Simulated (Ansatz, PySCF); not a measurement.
Reaction (SMILES): O=C=S [sulfanylidenemethanone] + H+ -> O=C=[SH+]
Each molecule is optimised on its own at B3LYP-D3(BJ)/def2-TZVP (Ansatz, an electronic-structure program).

Quantity: proton affinity (enthalpy at 298 K, with B3LYP-D3(BJ) rigid-rotor harmonic-oscillator terms from PySCF), positive where the reaction releases energy, in eV. Correlated levels leave the core frozen unless marked. No spin-orbit coupling. Non-relativistic. Basis-set limits of correlation are two-point, X^-3; Hartree-Fock from the larger set.

| level | program | proton affinity (eV) | minus last row |
|---|---|---|---|
| HF/STO-3G | Ansatz | 9.19 | 2.70 |
| PBE/def2-TZVPD | Ansatz | 6.39 | -0.10 |
| revPBE-D3(BJ)/def2-TZVPD | Ansatz + dftd3 | 6.54 | 0.05 |
| BP86/def2-TZVPD | PySCF | 6.41 | -0.08 |
| PBE0/def2-SVP | Ansatz | 6.32 | -0.17 |
| PBE0-D3(BJ)/def2-TZVP | Ansatz + dftd3 | 6.45 | -0.04 |
| MP2/cc-pV(Q+d)Z | Ansatz | 6.39 | -0.10 |
| SCS-MP2/cc-pV(Q+d)Z | Ansatz | 6.56 | 0.07 |
| CCSD/STO-3G | Ansatz | 9.61 | 3.12 |
| CCSD(T)/CBS(cc-pV(T+d)Z,cc-pV(Q+d)Z) | Ansatz | 6.49 | 0.00 |
